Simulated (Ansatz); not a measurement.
**BFHS radical: a ladder of functionals and wavefunction methods**

How much do the methods differ for BFHS radical? The plan is to run it at one geometry with functionals of several rungs and with coupled cluster. The yardstick is the atomisation energy at the CCSD(T) limit.

Computed with Ansatz 0.2.0, Gaussian basis. Level: functionals in def2-TZVPP, the program's frozen cores in correlated methods.

The runs, in order: LDA (SPW92), PBE-D4, revPBE-D4, BLYP-D4, r2SCAN-D4, B97M-V, PBE0-D4, B3LYP-D4, r2SCANh-D4, r2SCAN0-D4, HSE06-D4, BHLYP-D4, CAM-B3LYP-D4, LC-ωPBE, ωB97X-V, ωB97M-V, B2PLYP, PBE-QIDH; CCSD(T)/def2-SVP; CCSD(T)/def2-TZVPP; CCSD(T)/def2-QZVPP; extrapolation to the limit; RPA on PBE.

### Step 1. Structure used throughout

The geometry comes from an earlier relaxation with PBE0-D4 in a triple-zeta def2 set; it is a stationary point.

4 atoms, charge 0, spin multiplicity 2.

Atoms are counted from 1 here; the program's logs count them from 0.

Bond lengths: F1–B2 1.307 Å, B2–S3 1.792 Å, S3–H4 1.342 Å. Angles: F1–B2–S3 122.4°, B2–S3–H4 94.5°.

### Step 2. LDA

This LDA is Slater exchange with PW92 correlation.

The input, in.yaml:

```yaml
crystal:
  periodic: [false, false, false]
  atoms:
    - {symbol: F, position_ang: [0.784456, -0.501530, 1.612314]}
    - {symbol: B, position_ang: [0.502956, 0.175914, 0.530206]}
    - {symbol: S, position_ang: [-0.693135, -0.395860, -0.675610]}
    - {symbol: H, position_ang: [-0.538777, 0.661076, -1.487209]}
basis:
  gaussian: {orbitals: def2-TZVPP}
magnetization: {spin_polarized: true, initial_magnetization: 1}
hamiltonian: {xc: lda}
output: {orbitals: {seedname: orbitals}}
```

Command:

```
> ansatz run in.yaml --threads 2 --pin off --events-out ev --progress --plain --max-ram 22528MiB --backend cpu
```

After this run come: PBE-D4 (GGA); revPBE-D4 (GGA); BLYP-D4 (GGA); r2SCAN-D4 (meta-GGA); B97M-V (meta-GGA); B3LYP-D4 (hybrid); r2SCANh-D4 (hybrid); r2SCAN0-D4 (hybrid); HSE06-D4 (hybrid); BHLYP-D4 (hybrid); CAM-B3LYP-D4 (range-separated); LC-ωPBE (range-separated); ωB97X-V (range-separated); ωB97M-V (range-separated); B2PLYP (double hybrid); PBE-QIDH (double hybrid); CCSD(T) in def2-SVP; CCSD(T) in def2-TZVPP; CCSD(T) in def2-QZVPP; RPA on PBE orbitals.

Q: Predict the results of all the runs planned. Wanted: atomisation energy, CCSD(T)/CBS; farthest beyond LDA; mean size of error, GGA; mean size of error, meta-GGA; mean size of error, hybrid; mean size of error, range-separated; mean size of error, double hybrid; gap, smallest and largest; T1 diagnostic.

**Answer**, as computed:

```
                               quantity                                     value
        atomisation energy, CCSD(T)/CBS                            322.3 kcal/mol
functionals within 1.6 kcal/mol (0.5 %)                                    B2PLYP
                    farthest beyond LDA                   PBE-D4 (+16.6 kcal/mol)
                mean size of error, GGA                              9.2 kcal/mol
           mean size of error, meta-GGA                              9.8 kcal/mol
             mean size of error, hybrid                              6.1 kcal/mol
    mean size of error, range-separated                              3.6 kcal/mol
      mean size of error, double hybrid                              1.3 kcal/mol
              gap, smallest and largest  1.62 eV (LDA (SPW92)), 9.57 eV (LC-ωPBE)
                          T1 diagnostic                                    0.0166
triples share of the correlation energy                                     3.7 %
```

In words: The LDA atomisation energy is off by 61.8 kcal/mol (19 %): it overbinds. PBE-D4 misses by +16.6 kcal/mol. Double hybrids carry the basis error of their MP2 part in triple zeta, and no dispersion term here, so their miss is partly the set-up's. Taken by rung, double hybrid functionals do best (1.3 kcal/mol on average) and meta-GGA ones worst beyond LDA (9.8 kcal/mol). Misses under about 1.6 kcal/mol are within the doubt on the reference itself, which lacks core-valence correlation, relativity and higher excitations. Hartree-Fock recovers 74 % of the binding; the rest is correlation. CCSD(T) in def2-SVP is off by -17.9 kcal/mol, more than most functionals: a good method in a small basis is no reference. The gap grows from 1.6 to 9.6 eV across the functionals, mostly with the share of exact exchange.
